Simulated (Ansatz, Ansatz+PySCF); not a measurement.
```xyz
6

O    -1.5726   -0.1696    0.0000
H    -2.0575    0.7491    0.0000
H    -0.5573    0.0949    0.0000
O     1.4834    0.1748    0.0000
H     1.6641   -0.4427   -0.8191
H     1.6641   -0.4427    0.8191
```

RHF on singlet H₄O₂ was run in several spherical basis sets with Ansatz (development build ahead of 0.2.0).

(1) Rank the basis sets by the total energy that they give, lowest first, with the distance from the lowest.
A. cc-pVDZ
B. def2-SVP
C. def2-TZVP
D. cc-pVTZ
E. 6-31G(d)

Results:

(1) C (0.00 eV), D (0.12 eV), A (1.63 eV), E (2.55 eV), B (5.24 eV).

Totals follow the description of the cores as much as that of the bonds, so this order isn't one of quality for chemistry.
